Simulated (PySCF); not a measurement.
Species, as SMILES: C=O (CH2-O).
Geometry (B3LYP-D3(BJ)/def2-TZVP, fixed):
```
C
O 1 1.1989
H 1 1.1075 2 122.05
H 1 1.1075 3 115.91 2 180.00
```
Charge 0, spin multiplicity 1.

Basis-set convergence of the mean static polarisability at PBE0 with PySCF. All functions are spherical. Density fitting with generated auxiliary sets. No added dispersion term, no relativity. Reference: the value in d-aug-cc-pVTZ, 17.93 bohr³, itself unsure by roughly 0.3 % (its mean distance from aug-pcseg-3, aug-cc-pVQZ, aug-pcseg-2). Deviations are taken from unrounded values. Cost is core time over that of def2-TZVP, rough, on shared machines of one kind; a dash marks a row that isn't timed (too short, read off another run, short of memory, by another algorithm or on other hardware).

| basis | functions | mean static polarisability (bohr³) | minus reference (%) | cost |
|---|---|---|---|---|
| 6-31G** | 38 | 13.12 | -26.8 | - |
| 6-311G** | 48 | 13.70 | -23.6 | 0.6× |
| def2-SVPD | 59 | 17.27 | -3.7 | 0.7× |
| def2-TZVP | 74 | 15.66 | -12.7 | 1× |
| def2-TZVPP | 90 | 15.90 | -11.3 | 2× |
| def2-TZVPD | 95 | 17.75 | -1.0 | 2× |
| def2-TZVPPD | 111 | 17.80 | -0.7 | 2× |
| cc-pVQZ | 170 | 16.51 | -7.9 | 5× |
| def2-QZVPP | 174 | 16.79 | -6.3 | 5× |
| pcseg-3 | 186 | 17.32 | -3.4 | 6× |
| d-aug-cc-pVTZ | 188 | 17.93 | 0.0 | 5× |
| aug-cc-pVQZ | 252 | 17.89 | -0.2 | 10× |
| aug-pcseg-3 | 268 | 17.91 | -0.1 | 10× |
